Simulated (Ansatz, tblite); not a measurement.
**Mg(OH)2 (MgH₂O₂): removing an electron**

An exercise on one series of results from a longer session: the logs are not shown, and one member is left open.

The runs use Ansatz 0.2.0, Gaussian basis; as each input shows.

Plan: charge +1 doublet, at the geometry of the singlet (PBE0-D4/def2-TZVP, PBE-D4/def2-TZVP, r2SCAN-D4/def2-TZVP, CCSD(T)/def2-TZVPP); charge +1 doublet, relaxed (PBE0-D4/def2-TZVP, PBE-D4/def2-TZVP); the starting singlet's energies come from earlier runs.

## The geometry

The geometry is that of the singlet, from an earlier relaxation (r2SCAN-D4/def2-TZVP).

5 atoms, charge 0, spin multiplicity 1.

Atoms are counted from 1 here; the program's logs count them from 0.

Bond lengths: Mg1–O2 1.760 Å, Mg1–O4 1.760 Å, O2–H3 0.948 Å, O4–H5 0.948 Å. Angles: O2–Mg1–O4 177.7°, Mg1–O2–H3 168.4°, Mg1–O4–H5 168.4°.

Geometry (Å):

```xyz
5
charge 0, multiplicity 1
Mg    0.0269    0.0139   -0.0005
O    -0.1520    0.4983    1.6816
H    -0.3509    0.5980    2.6035
O     0.2688   -0.4380   -1.6838
H     0.2072   -0.6722   -2.6008
```

Set-up of the first run:

Input file in.yaml:

```yaml
crystal:
  periodic: [false, false, false]
  atoms:
    - {symbol: Mg, position_ang: [0.026881, 0.013899, -0.000498]}
    - {symbol: O, position_ang: [-0.151959, 0.498327, 1.681644]}
    - {symbol: H, position_ang: [-0.350948, 0.597987, 2.603502]}
    - {symbol: O, position_ang: [0.268792, -0.437966, -1.683819]}
    - {symbol: H, position_ang: [0.207234, -0.672247, -2.600829]}
basis:
  gaussian: {orbitals: def2-TZVP}
total_charge: 1
magnetization: {spin_polarized: true, initial_magnetization: 1}
hamiltonian: {xc: pbe0, dispersion: d4}
output: {orbitals: {seedname: orbitals}}
```

Run with:

```
$ ansatz run in.yaml --threads 4 --pin off --events-out ev --progress --plain --max-ram 3916MiB
```

Among the steps run: Charge +1 doublet at the fixed geometry, PBE0-D4/def2-TZVP; Charge +1 doublet at the fixed geometry, PBE-D4/def2-TZVP; Charge +1 doublet at the fixed geometry, r2SCAN-D4/def2-TZVP; Charge +1 doublet at the fixed geometry, CCSD(T)/def2-TZVPP.

One table of the session follows, with a row left open; its other results are not shown here.

It belongs to the step «Vertical ionisation energy». 

| method | vertical ionisation energy (eV) |
| --- | --- |
| HF/def2-TZVPP | ? |
| PBE-D4/def2-TZVP | 9.71 |
| r2SCAN-D4/def2-TZVP | 9.82 |
| PBE0-D4/def2-TZVP | 10.14 |
| MP2/def2-TZVPP | 11.12 |
| CCSD/def2-TZVPP | 10.77 |
| CCSD(T)/def2-TZVPP | 10.86 |

Estimate the missing values for HF/def2-TZVPP.

As computed: vertical ionisation energy (eV): 9.17. In the column «vertical ionisation energy (eV)» it is the lowest.
